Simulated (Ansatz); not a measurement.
# SiH2O (triplet): from Hartree-Fock to the top rungs at a displaced geometry (v2), cc-pVDZ

The task here is to estimate one member of a computed series from the others.

Computed with Ansatz 0.2.0, Gaussian basis. Level: cc-pVDZ, core rule «outside noble gas», up to 6 orbitals frozen.

Plan: UHF; CCSD(T) on ROHF; CCSD(T) on UHF; BCCD(T) on ROHF; CISD; CCSDT(Q) on ROHF; CCSDT(Q) on UHF.

38 further runs of the same task are left out: 14 for a known fault of the program, 11 that didn't finish, 13 set aside as unsound or not needed.

### The geometry

The geometry is a PBE0/def2-TZVP stationary point (not a proven minimum) with its atoms shifted at random (size 0.100 Å).

4 atoms, charge 0, spin multiplicity 3.

Atoms are counted from 1 here; the program's logs count them from 0.

Bond lengths: Si1–O2 1.664 Å, Si1–H3 1.478 Å, O2–H4 1.103 Å. Angles: O2–Si1–H3 115.8°, Si1–O2–H4 105.4°.

Set-up of the first run:

in.yaml

```yaml
crystal:
  periodic: [false, false, false]
  atoms:
    - {symbol: Si, position_ang: [0.084419, -0.097023, 0.593152]}
    - {symbol: O, position_ang: [-0.200326, 0.101797, -1.033937]}
    - {symbol: H, position_ang: [0.050735, 1.136465, 1.407393]}
    - {symbol: H, position_ang: [0.776833, -0.048839, -1.523072]}
basis:
  gaussian: {orbitals: cc-pVDZ}
magnetization: {spin_polarized: true, initial_magnetization: 2}
hamiltonian: {xc: hf}
output: {orbitals: {seedname: orbitals}}
```

Launch:

```sh
ansatz run in.yaml --threads 1 --pin off --events-out ev --progress --plain --max-ram 2393MiB
```

Steps of the session up to this table: UHF; CCSD(T) on ROHF; CCSD(T) on UHF; BCCD(T) on ROHF; CISD; CCSDT(Q) on ROHF; CCSDT(Q) on UHF.

One table of the session follows, with a row left open; its other results are not shown here.

| method | from UCCSDT(Q) (meV) |
| --- | --- |
| ROHF | +7915.6 |
| UHF | +7862.5 |
| RMP2 | +749.5 |
| UMP2 | +742.2 |
| CISD | ? |
| RCCSD | +232.5 |
| UCCSD | +231.4 |
| RCCSD(T) | +43.3 |
| UCCSD(T) | +43.0 |
| BCCD(T) | +41.9 |
| RCCSDT | +23.6 |
| UCCSDT | +23.4 |
| RCCSDT(Q) | +2.5 |
| UCCSDT(Q) | 0 |

Q: Estimate the row for CISD from the others.

The run gave: from UCCSDT(Q) (meV): +783.8. In the column «from UCCSDT(Q) (meV)» it lies between RMP2 (+749.5) and UHF (+7862.5).

To keep in mind: Restricted and unrestricted rows rest on different reference determinants; where their highest levels disagree by more than a few hundredths of an eV, they describe different states and don't form one ladder.
